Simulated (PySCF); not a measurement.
Gas-phase reaction: CH3SiH3 + 3 (CH3)3SiH = 4 CH3SiH2 + 2 C3H8

Computed with PySCF (xtb for GFN2) and rigid-rotor harmonic-oscillator thermochemistry at 1 bar. † marks an energy on the PBE0/def2-TZVP geometry and frequencies; other levels use their own. MP2 and CCSD(T) freeze the core. 6-31G* has spherical d functions here. Open shells (unrestricted): CH3SiH2 (multiplicity 2); the rest are closed-shell singlets. GFN2 has no spin-polarisation term. B3LYP is the form with VWN-RPA correlation. CH3SiH2: computed as isolated molecules; such fragments, hydroxides, amides, oligomers or adducts are transient or little studied in the gas. MP2 isn't extrapolated to the basis-set limit; its ΔH°(298 K) is 751.5 kJ in def2-SVP and 838.0 kJ in def2-TZVPP. CCSD(T) isn't extrapolated to the basis-set limit. The harmonic model lacks anharmonicity and excited electronic states, which grow with temperature; levels with a mode under 35 cm⁻¹ are left out. Internal rotation in CH3SiH3, (CH3)3SiH, CH3SiH2, C3H8 is treated as a harmonic vibration of one conformer, which makes the entropy rough.

```csv
level,"ΔE electronic, kJ","ΔH°(298 K), kJ","ΔS°(298 K), J/K","ΔG°(1800 K), kJ"
B3LYP/6-31G*,741,727,357,145
B3LYP/def2-TZVP†,779,768,359,185
BLYP/def2-TZVP†,752,741,359,158
CCSD(T)/def2-SVP†,741,730,359,147
GFN2-xTB,608,594,337,48
HF/def2-TZVP†,644,633,359,50
M06-2X/def2-TZVP†,817,806,359,223
MP2/def2-SVP†,763,752,359,169
PBE/def2-SVP,749,736,357,158
ωB97M-V/def2-TZVP†,873,861,359,279
```
ΔH° is lowest at GFN2-xTB and highest at ωB97M-V/def2-TZVP†. No reference value is set beside these.
